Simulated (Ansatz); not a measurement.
Input for Ansatz (development build ahead of 0.2.0):

```yaml
crystal:
  periodic: [false, false, false]
  atoms:
    - { symbol: H, position_ang: [0.0, 0.0, -1.065] }
    - { symbol: C, position_ang: [0.0, 0.0, 0.0] }
    - { symbol: "N", position_ang: [0.0, 0.0, 1.22218] }
basis:
  gaussian: { orbitals: cc-pVTZ }
hamiltonian:
  xc: hf
correlation:
  method: bccd_t
  frozen_orbitals: { C: 1, H: 0, "N": 1 }
```

The input is written out in the form of the current development build from the run's settings.

The run gave:

```yaml
Converged: yes
Reference_energy_starting_determinant: -92.88853 hartree
Correlation_energy: -0.37962 hartree
Total_energy: -93.26815 hartree
```
